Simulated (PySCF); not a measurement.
# CH5B: the cost of one run

Program: PySCF 2.14.0. Level of theory: levels as typed in each script, gas phase, geometry from GFN2-xTB. These are calculated values, not measurements.

**1. The system as given**

SMILES `CB`, 7 atoms, charge 0, spin multiplicity 1.

Bond lengths: C1–B2 1.565 Å, C1–H3 1.091 Å, C1–H4 1.087 Å, C1–H5 1.090 Å, B2–H6 1.171 Å, B2–H7 1.170 Å. Angles: B2–C1–H3 110.2°, B2–C1–H4 115.1°, B2–C1–H5 110.3°, H3–C1–H4 107.8°, H3–C1–H5 105.0°, H4–C1–H5 107.9°, C1–B2–H6 119.1°, C1–B2–H7 121.5°, H6–B2–H7 119.3°.

As a file:

```mol
CH5B
  3D, bonds by distance, orders not assigned

  7  6  0  0  0  0  0  0  0  0999 V2000
    0.6827   -0.0105    0.0004 C   0  0
   -0.8828   -0.0054    0.0001 B   0  0
    1.0611    0.5295   -0.8690 H   0  0
    1.1404   -0.9960    0.0045 H   0  0
    1.0630    0.5380    0.8616 H   0  0
   -1.4492    1.0190    0.0005 H   0  0
   -1.4975   -1.0005   -0.0005 H   0  0
  1  2  8  0
  1  3  8  0
  1  4  8  0
  1  5  8  0
  2  6  8  0
  2  7  8  0
M  END
```

**2. Density, bond paths and surface potential (wB97X/def2-tzvp)**

Input file input.py:

```python
import numpy as np
from pyscf import gto, scf, dft
from pyscf.scf import atom_ks, atom_hf
from scipy.linalg import block_diag

def solve(mol, dm0=None, hcore=None):
    mf = (dft.UKS if mol.spin else dft.RKS)(mol, xc='wb97x')
    mf.grids.level = 3
    mf = mf.density_fit(auxbasis='def2-universal-jkfit')
    mf.conv_tol, mf.max_cycle = 1e-8, 80
    if hcore is not None:
        mf.get_hcore = lambda *args: hcore
    mf.kernel(dm0)
    if not mf.converged:
        mf = mf.newton().run(mf.mo_coeff, mf.mo_occ, max_cycle=30)
    assert mf.converged, 'SCF not converged'
    return mf

mol = gto.M(atom='''
C      0.68266    -0.01054     0.00038
B     -0.88275    -0.00537     0.00013
H      1.06109     0.52952    -0.86899
H      1.14042    -0.99597     0.00449
H      1.06301     0.53802     0.86162
H     -1.44923     1.01898     0.00052
H     -1.49753    -1.00048    -0.00054
''', basis='def2-tzvp', charge=0, spin=0, verbose=4)
mf = solve(mol)
mf.analyze()
# spherically averaged free atoms, for the promolecule
atm = atom_ks.get_atm_nrks(mol, xc='wb97x')
pro = block_diag(*[(atm[a[0]][2] * atm[a[0]][3]) @ atm[a[0]][2].T for a in mol._atom])
np.savez('result.npz', e=mf.e_tot, c=mf.mo_coeff, occ=mf.mo_occ, eps=mf.mo_energy, pro=pro, dip=mf.dip_moment(verbose=0), s2=mf.spin_square()[0])
```

On the command line:

```bash
$ OMP_NUM_THREADS=1 python input.py
```

**Question.** How long does this run take on 1 thread of Arm Neoverse V2, shared host, and how much memory does it need?

About 14 s, with a peak of 0.38 GiB.
